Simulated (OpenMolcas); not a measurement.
# A workflow on PH2 (SMILES [PH2])

We compute the energy (ROHF/pcseg-0), then a single-point energy (CASSCF(3,3)/pcseg-0), then a single-point energy (CASPT2(3,3)/pcseg-0), then a single-point energy (SC-NEVPT2(3,3)/pcseg-0), then a single-point energy (MRCI(3,3)/pcseg-0) of PH2. 

The results are computed with OpenMolcas 26.06.

**1. The system as given**

The species is PH2 (3 atoms), meant as a doublet with charge 0. As SMILES, `[PH2]`. The P1–H3 distance was set to 2.136 Å, away from the relaxed value. At this shape a bond of the SMILES string is far longer than usual.

Bond lengths: P1–H2 1.424 Å. A long bond or contact: P1–H3 2.136 Å.

**2. The energy at ROHF/pcseg-0 (run 1)**

Contents of step1.inp:

```
&GATEWAY
BasLib=$CurrDir
BasisSet
P.pcseg-0....
P1 1.108791 -0.092991 0.604807 angstrom
End of Basis
BasisSet
H.pcseg-0....
H2 0.697701 1.267869 0.523347 angstrom
H3 -0.640370 -0.742120 -0.434970 angstrom
End of Basis
&SEWARD
&SCF
UHF
Spin=2
Scramble=0.25
PrOrbitals=1 1
&RASSCF
FileOrb=$Project.UnaOrb
Spin=2
Nactel=1 0 0
Inactive=8
Ras2=1
OutOrbitals=Canonical
OrbListing=Nothing
```

The basis set pcseg-0 is read from a file made from the Basis Set Exchange's data (not shown).

Run with:

```console
$ export MOLCAS_MEM=1860
$ pymolcas step1.inp > step1.log
```

The program printed (excerpt; [...] marks lines left out):

```text
--- Start Module: gateway ---
[...]
--- Stop Module: gateway /rc=_RC_ALL_IS_WELL_ ---
[...]
      Basis functions           17
[...]
--- Start Module: scf ---
[...]
       Convergence after  27 Iterations
[...]
::    Total SCF energy                               -341.3371177365
[...]
      Total spin, S                                     0.5201358874
[...]
--- Stop Module: scf /rc=_RC_ALL_IS_WELL_ ---
--- Start Module: rasscf ---
[...]
      Number of active orbitals                  1
[...]
      Spin quantum number                      0.5
[...]
      Active orbitals                            1
[...]
      Number of CSFs                             1
[...]
      Number of root(s) required                 1
[...]
      Convergence after  7 iterations
[...]
      printout of CI-coefficients larger than  0.05 for root  1
      energy=    -341.337272
      conf/sym  1     Coeff  Weight
             1  u   1.00000 1.00000
      Natural orbitals and occupation numbers for root  1
      sym 1:   1.000000
      ************************************************************************************************************************
      *                                                    Final results                                                     *
[...]
::    RASSCF root number  1 Total energy:   -341.33727170
[...]
      Total electronic charge=   17.000000
      Total            charge=   -0.000000
[...]
      Dipole Moment (debye):
      Origin of the operator (angstrom)=    1.0428   -0.0712    0.5706
                   X=  1.4115E-01               Y=  1.1942E+00               Z=  2.0684E-01           Total=  1.2202E+00
      Quadrupole Moment (debye*angstrom):
[...]
--- Stop Module: rasscf /rc=_RC_ALL_IS_WELL_ ---
[...]
```

Wall time 2.5 s (1 thread of Arm Neoverse V1, shared host); peak memory 0.37 GiB.

**3. A single-point energy at CASSCF(3,3)/pcseg-0 (run 2)**

Contents of step2.input:

```
&GATEWAY
  BasLib
  $CurrDir
  BasisSet
  P.pcseg-0....
  P1 1.108791 -0.092991 0.604807 angstrom
  End of Basis
  BasisSet
  H.pcseg-0....
  H2 0.697701 1.267869 0.523347 angstrom
  H3 -0.640370 -0.742120 -0.434970 angstrom
  End of Basis

&SEWARD

&RASSCF
  FileOrb
  $CurrDir/step1.RasOrb
  Spin
  2
  Nactel
  3 0 0
  Inactive
  7
  Ras2
  3
  OrbListing
  Nothing
  OrbAppear
  Compact
```

The basis set pcseg-0 is read from a file made from the Basis Set Exchange's data (not shown).

Run with:

```console
$ export MOLCAS_MEM=1860
$ pymolcas step2.input > step2.log
```

The program printed (excerpt; [...] marks lines left out):

```text
--- Start Module: gateway ---
[...]
--- Stop Module: gateway /rc=_RC_ALL_IS_WELL_ ---
--- Start Module: seward ---
[...]
      Basis functions           17
--- Stop Module: seward /rc=_RC_ALL_IS_WELL_ ---
--- Start Module: rasscf ---
[...]
      Number of active orbitals                  3
[...]
      Spin quantum number                      0.5
[...]
      Active orbitals                            3
[...]
      Number of CSFs                             8
[...]
      Number of root(s) required                 1
[...]
      Convergence after 13 iterations
[...]
      printout of CI-coefficients larger than  0.05 for root  1
      energy=    -341.380312
      conf/sym  111     Coeff  Weight
             1  2u0  -0.95018 0.90284
             4  udu  -0.10773 0.01161
             6  uud  -0.06220 0.00387
             8  0u2  -0.28580 0.08168
      Natural orbitals and occupation numbers for root  1
      sym 1:   1.821161   1.000000   0.178839
      ************************************************************************************************************************
      *                                                    Final results                                                     *
[...]
::    RASSCF root number  1 Total energy:   -341.38031199
[...]
      Total electronic charge=   17.000000
      Total            charge=   -0.000000
[...]
      Dipole Moment (debye):
      Origin of the operator (angstrom)=    1.0428   -0.0712    0.5706
                   X= -1.7293E-01               Y=  1.0462E+00               Z=  1.6725E-02           Total=  1.0605E+00
      Quadrupole Moment (debye*angstrom):
[...]
--- Stop Module: rasscf /rc=_RC_ALL_IS_WELL_ ---
[...]
```

Run time: 1.8 s. Hardware: 1 thread of Arm Neoverse V1, shared host; peak memory 0.37 GiB.

**4. A single-point energy at CASPT2(3,3)/pcseg-0 (run 3)**

Contents of step3.input:

```
&GATEWAY
 BasLib = $CurrDir
 BasisSet
 P.pcseg-0....
 P1 1.108791 -0.092991 0.604807 angstrom
 End of Basis
 BasisSet
 H.pcseg-0....
 H2 0.697701 1.267869 0.523347 angstrom
 H3 -0.640370 -0.742120 -0.434970 angstrom
 End of Basis

&SEWARD

&RASSCF
 FileOrb = $CurrDir/step2.RasOrb
 Spin = 2
 Nactel = 3 0 0
 Inactive = 7
 Ras2 = 3
 OrbListing = Nothing
 OrbAppear = Compact

&CASPT2
 Imaginary = 0.1
 Frozen = 5
```

The basis set pcseg-0 is read from a file made from the Basis Set Exchange's data (not shown).

Run with:

```console
$ export MOLCAS_MEM=1860
$ pymolcas step3.input > step3.log
```

The program printed (excerpt; [...] marks lines left out):

```text
--- Start Module: gateway ---
[...]
--- Stop Module: gateway /rc=_RC_ALL_IS_WELL_ ---
[...]
      Basis functions           17
[...]
--- Start Module: rasscf ---
[...]
      Number of active orbitals                  3
[...]
      Spin quantum number                      0.5
[...]
      Active orbitals                            3
[...]
      Number of CSFs                             8
[...]
      Number of root(s) required                 1
[...]
      Convergence after  4 iterations
[...]
      printout of CI-coefficients larger than  0.05 for root  1
      energy=    -341.380312
      conf/sym  111     Coeff  Weight
             1  2u0  -0.95018 0.90284
             4  udu  -0.10773 0.01161
             6  uud  -0.06220 0.00387
             8  0u2  -0.28580 0.08168
      Natural orbitals and occupation numbers for root  1
      sym 1:   1.821161   1.000000   0.178839
      ************************************************************************************************************************
      *                                                    Final results                                                     *
[...]
::    RASSCF root number  1 Total energy:   -341.38031199
[...]
      Total electronic charge=   17.000000
      Total            charge=   -0.000000
[...]
      Dipole Moment (debye):
      Origin of the operator (angstrom)=    1.0428   -0.0712    0.5706
                   X= -1.7293E-01               Y=  1.0462E+00               Z=  1.6720E-02           Total=  1.0605E+00
      Quadrupole Moment (debye*angstrom):
[...]
--- Stop Module: rasscf /rc=_RC_ALL_IS_WELL_ ---
--- Start Module: caspt2 ---
[...]
 ###    WARNING: User changed nr of frozen orbitals.                         ###
 ###############################################################################
[...]
      E2 (Variational):          -0.0354813158
      Total energy:            -341.4157933076
[...]
      Reference weight:           0.98282
[...]
::    CASPT2 Root  1     Total energy:   -341.41579331
[...]
--- Stop Module: caspt2 /rc=_RC_ALL_IS_WELL_ ---
[...]
```

Run time: 1.7 s. Hardware: 1 thread of Arm Neoverse V1, shared host; peak memory 0.37 GiB.

**5. A single-point energy at SC-NEVPT2(3,3)/pcseg-0 (run 4)**

Contents of step4.inp:

```
* H2P NEVPT2
>>> EXPORT MOLCAS_PRINT=2

&GATEWAY
 BasLib
 $CurrDir
 BasisSet
 P.pcseg-0....
 P1 1.108791 -0.092991 0.604807 angstrom
 End of Basis
 BasisSet
 H.pcseg-0....
 H2 0.697701 1.267869 0.523347 angstrom
 H3 -0.640370 -0.742120 -0.434970 angstrom
 End of Basis

&SEWARD

&RASSCF
 FileOrb
 $CurrDir/step2.RasOrb
 Spin
 2
 Nactel
 3 0 0
 Inactive
 7
 Ras2
 3
 OrbListing
 Nothing
 OrbAppear
 Compact

&CASPT2
 SC-NEVPT2
 Frozen
 5
```

The basis set pcseg-0 is read from a file made from the Basis Set Exchange's data (not shown).

Run with:

```console
$ export MOLCAS_MEM=1860
$ pymolcas step4.inp > step4.log
```

The program printed (excerpt; [...] marks lines left out):

```text
--- Start Module: gateway ---
[...]
--- Stop Module: gateway /rc=_RC_ALL_IS_WELL_ ---
[...]
      Basis functions           17
[...]
--- Start Module: rasscf ---
[...]
      Number of active orbitals                  3
[...]
      Spin quantum number                      0.5
[...]
      Active orbitals                            3
[...]
      Number of CSFs                             8
[...]
      Number of root(s) required                 1
[...]
      Convergence after  4 iterations
[...]
      printout of CI-coefficients larger than  0.05 for root  1
      energy=    -341.380312
      conf/sym  111     Coeff  Weight
             1  2u0  -0.95018 0.90284
             4  udu  -0.10773 0.01161
             6  uud  -0.06220 0.00387
             8  0u2  -0.28580 0.08168
      Natural orbitals and occupation numbers for root  1
      sym 1:   1.821161   1.000000   0.178839
      ************************************************************************************************************************
      *                                                    Final results                                                     *
[...]
::    RASSCF root number  1 Total energy:   -341.38031199
[...]
      Total electronic charge=   17.000000
      Total            charge=   -0.000000
[...]
      Dipole Moment (debye):
      Origin of the operator (angstrom)=    1.0428   -0.0712    0.5706
                   X= -1.7293E-01               Y=  1.0462E+00               Z=  1.6720E-02           Total=  1.0605E+00
      Quadrupole Moment (debye*angstrom):
[...]
--- Stop Module: rasscf /rc=_RC_ALL_IS_WELL_ ---
--- Start Module: caspt2 ---
[...]
 ###    WARNING: User changed nr of frozen orbitals.                         ###
 ###############################################################################
[...]
      E2 (Variational):          -0.0353164366
[...]
      E2 (Variational):          -0.0352650887
      Total energy:            -341.4155770805
[...]
      Reference weight:           0.98275
[...]
::    SC-NEVPT2 Root  1     Total energy:   -341.41557708
[...]
--- Stop Module: caspt2 /rc=_RC_ALL_IS_WELL_ ---
[...]
```

It took 1.7 s on 1 thread of Arm Neoverse V1, shared host; peak memory 0.37 GiB.

**6. The energy at MRCI(3,3)/pcseg-0 (run 5)**

Contents of step5.input:

```
* H2P MRCI
&gateway
baslib=$CurrDir
basisset
P.pcseg-0....
P1 1.108791 -0.092991 0.604807 angstrom
End of Basis
basisset
H.pcseg-0....
H2 0.697701 1.267869 0.523347 angstrom
H3 -0.640370 -0.742120 -0.434970 angstrom
End of Basis
&seward
&rasscf
fileorb=$CurrDir/step2.RasOrb
spin=2
nactel=3 0 0
inactive=7
ras2=3
orblisting=Nothing
orbappear=Compact
&motra
lumorb
frozen=5
&guga
electrons=7
spin=2
inactive=2
active=3
ciall=1
&mrci
sdci
```

The basis set pcseg-0 is read from a file made from the Basis Set Exchange's data (not shown).

Run with:

```console
$ export MOLCAS_MEM=1860
$ pymolcas step5.input > step5.log
```

The program printed (excerpt; [...] marks lines left out):

```text
--- Start Module: gateway ---
[...]
--- Stop Module: gateway /rc=_RC_ALL_IS_WELL_ ---
[...]
      Basis functions           17
[...]
      Number of active orbitals                  3
[...]
      Spin quantum number                      0.5
[...]
      Active orbitals                            3
[...]
      Number of CSFs                             8
[...]
      Number of root(s) required                 1
[...]
      Convergence after  4 iterations
[...]
      printout of CI-coefficients larger than  0.05 for root  1
      energy=    -341.380312
      conf/sym  111     Coeff  Weight
             1  2u0  -0.95018 0.90284
             4  udu  -0.10773 0.01161
             6  uud  -0.06220 0.00387
             8  0u2  -0.28580 0.08168
      Natural orbitals and occupation numbers for root  1
      sym 1:   1.821161   1.000000   0.178839
      ************************************************************************************************************************
      *                                                    Final results                                                     *
[...]
::    RASSCF root number  1 Total energy:   -341.38031199
[...]
      Dipole Moment (debye):
      Origin of the operator (angstrom)=    1.0428   -0.0712    0.5706
                   X= -1.7293E-01               Y=  1.0462E+00               Z=  1.6720E-02           Total=  1.0605E+00
      Quadrupole Moment (debye*angstrom):
[...]
      *** WARNING: Default frozen orbitals is overwritten by user input.
      *** Default values:   5
[...]
--- Start Module: guga ---
[...]
--- Stop Module: guga /rc=_RC_ALL_IS_WELL_ ---
--- Start Module: mrci ---
[...]
       (But an ACPF correction will be computed)
       USE THE DEFAULT ACPF G-VALUE GFAC=  0.28571428571428570
[...]
                      CI ENERGY:  -341.42665966
[...]
                ACPF CORRECTION:    -0.00106767
[...]
      Total electronic charge=   17.000000
      Total            charge=    0.000000
[...]
     ACPF CORRECTION:     -0.00106767
[...]
  CI State   1     Total energy:   -341.42665966     QDav:     -0.00150863     QACPF:     -0.00106767
[...]
--- Stop Module: mrci /rc=_RC_ALL_IS_WELL_ ---
[...]
```

Wall time 1.8 s (1 thread of Arm Neoverse V1, shared host); peak memory 0.37 GiB.

**7. Results**

| quantity | value |
| --- | --- |
| run 1, ROHF/pcseg-0: total energy | -341.33727 Eh |
| run 1, ROHF/pcseg-0: dipole moment | 1.22 D |
| run 2, CASSCF(3,3)/pcseg-0: total energy | -341.38031 Eh |
| run 2, CASSCF(3,3)/pcseg-0: dipole moment (CASSCF density) | 1.06 D |
| run 3, CASPT2(3,3)/pcseg-0: total energy | -341.41579 Eh |
| run 3, CASPT2(3,3)/pcseg-0: dipole moment (CASSCF density) | 1.06 D |
| run 4, SC-NEVPT2(3,3)/pcseg-0: total energy | -341.41558 Eh |
| run 4, SC-NEVPT2(3,3)/pcseg-0: dipole moment (CASSCF density) | 1.06 D |
| run 5, MRCI(3,3)/pcseg-0: total energy | -341.42666 Eh |
| run 5, MRCI(3,3)/pcseg-0: dipole moment (CASSCF density) | 1.06 D |

In words: Mulliken charges (run 1, ROHF/pcseg-0) run from -0.10 on H3 to +0.11 on P1. Mulliken charges (run 2, CASSCF(3,3)/pcseg-0) run from -0.05 on H3 to +0.07 on P1. Mulliken charges (run 5, MRCI(3,3)/pcseg-0) of the CASSCF density run from -0.05 on H3 to +0.07 on P1; they depend strongly on the basis.
